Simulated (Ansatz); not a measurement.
**BO+ (triplet): from Hartree-Fock to the top rungs, def2-QZVPP**

The task here is to estimate one member of a computed series from the others.

The runs use Ansatz 0.2.0, Gaussian basis; def2-QZVPP, core rule «outside noble gas», up to 2 orbitals frozen.

Plan: UHF; ROHF; CCSD(T) on UHF.

2 further runs of the same task are left out: 2 set aside as unsound or not needed.

### What is computed

The geometry is a PBE0/def2-TZVP stationary point (not a proven minimum) of the parent state, kept for this charge and spin.

2 atoms, charge 1, spin multiplicity 3.

Atoms are counted from 1 here; the program's logs count them from 0.

Bond lengths: B1–O2 1.201 Å.

Set-up of the first run:

The input, in.yaml:

```yaml
crystal:
  periodic: [false, false, false]
  atoms:
    - {symbol: B, position_ang: [0.000000, 0.000000, 0.000000]}
    - {symbol: O, position_ang: [0.000000, 0.000000, 1.200581]}
basis:
  gaussian: {orbitals: "def2-QZVPP.json"}
total_charge: 1
magnetization: {spin_polarized: true, initial_magnetization: 2}
hamiltonian: {xc: hf}
output: {orbitals: {seedname: orbitals}}
```

Started as:

```sh
$ ansatz run in.yaml --threads 1 --pin off --events-out ev --progress --plain --max-ram 2393MiB
```

Among the steps run: UHF; ROHF; CCSD(T) on UHF.

One of the session's tables, all rows but one given; the rest of the session is left out.

| method | from UCCSD(T) (meV) |
| --- | --- |
| ROHF | +7025.9 |
| UHF | +6913.6 |
| UMP2 | +606.2 |
| UCCSD | ? |
| UCCSD(T) | 0 |

Estimate the missing values for UCCSD.

As computed: from UCCSD(T) (meV): +234.7. In the column «from UCCSD(T) (meV)» it lies between UCCSD(T) (0) and UMP2 (+606.2).
